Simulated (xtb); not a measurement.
xtb input (GFN2-xTB):

```bash
xtb mol.xyz --gfn 2 --ohess tight --chrg -1 --uhf 0
```
mol.xyz:
```
8

C      1.27666652     0.03281320    -0.01503840
C     -0.02842501     0.40353935    -0.01864395
H      1.63104794    -0.99502975     0.02602619
H      2.07273962     0.79937331    -0.01018788
H     -0.27630228     1.40471836    -0.03148418
C     -1.15083649    -0.63455930     0.02374311
H     -1.78076755    -0.43555052     0.89143771
H     -1.76824994    -0.44868018    -0.89253818
```

End of the output:

```
       1     88.03    -1.10418 ( 90.57%)    -0.88755 (  9.43%)    -1.08376
       2    256.68    -0.50216 ( 99.86%)    -0.57146 (  0.14%)    -0.50226
   ------------------------------------------------------------------------

   temp. (K)  partition function   enthalpy   heat capacity  entropy
                                   cal/mol     cal/K/mol   cal/K/mol   J/K/mol
 298.15  VIB   5.44                 1260.166      8.856      7.523
         ROT  0.607E+04              888.752      2.981     20.293
         INT  0.330E+05             2148.918     11.837     27.816
         TR   0.255E+27             1481.254      4.968     37.049
         TOT                        3630.1722    16.8055    64.8647   271.3939

       T/K    H(0)-H(T)+PV         H(T)/Eh          T*S/Eh         G(T)/Eh
   ------------------------------------------------------------------------
    298.15    0.578505E-02    0.668518E-01    0.308193E-01    0.360325E-01
   ------------------------------------------------------------------------

         :::::::::::::::::::::::::::::::::::::::::::::::::::::
         ::                  THERMODYNAMIC                  ::
         :::::::::::::::::::::::::::::::::::::::::::::::::::::
         :: total free energy          -9.014136582528 Eh   ::
         ::.................................................::
         :: total energy               -9.050169074585 Eh   ::
         :: zero point energy           0.061066753077 Eh   ::
         :: G(RRHO) w/o ZPVE           -0.025034261021 Eh   ::
         :: G(RRHO) contrib.            0.036032492057 Eh   ::
         :::::::::::::::::::::::::::::::::::::::::::::::::::::
Note: The following floating-point exceptions are signalling: IEEE_UNDERFLOW_FLAG IEEE_DENORMAL
normal termination of xtb

optimized geometry written to: xtbopt.xyz

           -------------------------------------------------
          | TOTAL ENERGY               -9.050169074585 Eh   |
          | TOTAL ENTHALPY             -8.983317273851 Eh   |
          | TOTAL FREE ENERGY          -9.014136582528 Eh   |
          | GRADIENT NORM               0.000271127247 Eh/α |
          | HOMO-LUMO GAP               3.988073320818 eV   |
           -------------------------------------------------

------------------------------------------------------------------------
------------------------------------------------------------------------
 total:
 SCF:
 ANC optimizer:
 analytical hessian:
```

It need not be the lowest isomer of its formula. Whether it binds its extra electron was not tested at this geometry.
